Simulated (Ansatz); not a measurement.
```yaml
crystal:
  periodic: [false, false, false]
  atoms:
    - {symbol: C, position_ang: [-0.660468, 0.190501, 1.217171]}
    - {symbol: C, position_ang: [0.876098, 0.076300, 1.128368]}
    - {symbol: N, position_ang: [1.273009, 0.192448, -0.265915]}
    - {symbol: C, position_ang: [0.421606, -0.617412, -1.112792]}
    - {symbol: C, position_ang: [-0.969629, 0.042597, -1.145150]}
    - {symbol: N, position_ang: [-1.246249, 0.823814, 0.053027]}
    - {symbol: H, position_ang: [-1.105161, -0.805877, 1.306576]}
    - {symbol: H, position_ang: [-0.947929, 0.739342, 2.116774]}
    - {symbol: H, position_ang: [1.193586, -0.877044, 1.585287]}
    - {symbol: H, position_ang: [1.354135, 0.883054, 1.692866]}
    - {symbol: H, position_ang: [2.247251, -0.046581, -0.382403]}
    - {symbol: H, position_ang: [0.338755, -1.657899, -0.751013]}
    - {symbol: H, position_ang: [0.845867, -0.664098, -2.118383]}
    - {symbol: H, position_ang: [-1.051793, 0.709788, -2.005975]}
    - {symbol: H, position_ang: [-1.740727, -0.727882, -1.259149]}
    - {symbol: H, position_ang: [-0.828358, 1.738929, -0.059309]}
basis:
  gaussian: {orbitals: cc-pVDZ}
total_charge: 1
magnetization: {spin_polarized: false, initial_magnetization: 1}
hamiltonian: {xc: {name: SVWN5}}
accuracy: high
output: {forces: true}
```

```sh
$ ansatz run in.yaml --threads 2 --pin off --events-out ev --progress --plain --max-ram 32768MiB --backend cpu
```

Output, abridged:

```
Functional definition: SVWN5
3396 factors; integrals over basis functions are off by at most 3.3e-9 eV
mean field evaluation 1: about -7197.4904 eV, gradient 9.0e1 eV
mean field evaluation 2: about -7197.4759 eV, gradient 9.0e1 eV
mean field evaluation 4: about -7210.1968 eV, gradient 5.6e1 eV
mean field evaluation 8: about -7217.1356 eV, gradient 1.7e1 eV
mean field evaluation 16: about -7218.0868 eV, gradient 6.0e0 eV
mean field evaluation 32: about -7218.0368 eV, gradient 4.4e-8 eV
mean field -7218.25003861 eV, -265.2657962134 hartree, gradient 2.8e-8 eV, S^2 0.750000; 2 other end points of the search recorded, 0 dependent functions left out
reference -7218.25004203 eV, -265.2657963389 hartree; 24, 23 occupied and 110, 111 virtual orbitals, 3396 factors
Total energy: -7218.25004203 eV, -265.2657963389 hartree
Atom 0 at    -0.660468     0.190501     1.217171 Å, force    -0.924577    -0.220171    -0.196817 eV/Å
Atom 1 at     0.876098     0.076300     1.128368 Å, force    -0.310604     1.448752    -1.452111 eV/Å
Atom 2 at     1.273009     0.192448    -0.265915 Å, force    -0.992761    -2.080520     0.836608 eV/Å
Atom 3 at     0.421606    -0.617412    -1.112792 Å, force     0.853556     1.007811     0.504111 eV/Å
Atom 4 at    -0.969629     0.042597    -1.145150 Å, force    -1.095557     0.875678     0.569191 eV/Å
Atom 5 at    -1.246249     0.823814     0.053027 Å, force     1.524931    -1.835056    -0.202062 eV/Å
Atom 6 at    -1.105161    -0.805877     1.306576 Å, force    -0.271514    -0.500785     0.026606 eV/Å
Atom 7 at    -0.947929     0.739342     2.116774 Å, force    -0.058342     0.328029     0.569497 eV/Å
Atom 8 at     1.193586    -0.877044     1.585287 Å, force    -0.052754    -0.548268     0.149144 eV/Å
Atom 9 at     1.354135     0.883054     1.692866 Å, force     0.519719     0.357055     0.309933 eV/Å
Atom 10 at     2.247251    -0.046581    -0.382403 Å, force     1.201313     0.478930    -0.393093 eV/Å
Atom 11 at     0.338755    -1.657899    -0.751013 Å, force    -0.192044    -0.336412     0.401876 eV/Å
Atom 12 at     0.845867    -0.664098    -2.118383 Å, force     0.189695     0.025137    -0.544892 eV/Å
Atom 13 at    -1.051793     0.709788    -2.005975 Å, force    -0.043811     0.359685    -0.477042 eV/Å
Atom 14 at    -1.740727    -0.727882    -1.259149 Å, force    -0.316473    -0.525320    -0.024041 eV/Å
Atom 15 at    -0.828358     1.738929    -0.059309 Å, force    -0.030779     1.165455    -0.076908 eV/Å
Dipole moment:     0.329233    -0.107017     0.011419 e Å
```

It took 14 s on 2 threads of an AMD EPYC 7R13 on a shared host, with 0.69 GiB of host memory at the peak.
